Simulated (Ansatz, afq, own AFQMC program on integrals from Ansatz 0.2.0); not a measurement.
CHB, singlet in 6-31G, levels against full CI

```xyz
3

B     0.0000    0.2460    3.3830
C     0.0000   -0.4514   -1.2609
H     0.0000    0.2055   -2.1221
```

Connectivity, by distances: B ··· CH.

Basis 6-31G. Only valence electrons are correlated. AFQMC by an in-house program on the Cholesky factors that Ansatz 0.2.0 writes for its CCSD(T) run. ph-AFQMC/CISD is guided by a CISD state made of CCSD amplitudes; releasing the constraint for a short imaginary time cuts its bias at the price of noise, slowly where states lie close. Uncertainties: one standard error, sampling alone.

Determinant: RHF, the one that the program's search chose, which needn't be the lowest solution. The geometry is a point of a scan.

Full CI on the same integrals is exact in this basis and with this determinant's frozen core.

Cautions: restricted determinant unstable towards unrestricted (UHF 4.89 eV lower, ⟨S²⟩ 1.33); strong correlation (T1 0.078, weight of the determinant 0.49, largest double 0.94); (T) is large, 7 % of the CCSD correlation; the CCSD(T) amplitudes may be one of several solutions (largest double 0.94); the CCSDT(Q) amplitudes may be one of several solutions (largest double 0.98); the CCSDTQ amplitudes may be one of several solutions (largest double 0.99); the released energies are still falling, so no released level is given (meV from the phaseless value at times in 1/Eh: -26 ± 10 at 0.24, -57 ± 9 at 0.51, -114 ± 6 at 0.99, -148 ± 9 at 1.62, -207 ± 13 at 2.40); the next higher spin lies close (within 5 meV by full CI); CCSDT(Q) on the UHF determinant differs (33 meV lower), and it is the one that meets full CI.

```
T1 diagnostic                               : 0.0780
weight of the determinant in the CISD state : 0.490
size of the correlated space                : 8 electrons in 18 orbitals
```

```csv
level,correlation energy (eV)
MP2,-5.8871
CCSD,-7.3859
CCSD(T),-7.9384
```

Problem. Estimate where phaseless AFQMC with a CISD trial lies against CCSD(T) on the same integrals.

Solution. 638.9 ± 9.2 meV above CCSD(T).

Reference: full CI, correlation energy -7.702 eV. The cautions show a poor starting determinant, so the rows tell how each method copes with it here, and full CI is the sure value.

```
        level  E − E(reference) (meV)  share of correlation (%)
      CCSD(T)                  -236.4                    103.07
        CCSDT                    26.7                     99.65
     CCSDT(Q)                    35.2                     99.54
       CCSDTQ                    20.4                     99.74
ph-AFQMC/CISD             402.5 ± 9.2                     94.77
```

CCSDT and higher add their correlation energy to the determinant of the CCSD(T) run, since their own runs factorise the integrals more tightly (a shift of under 2 meV).
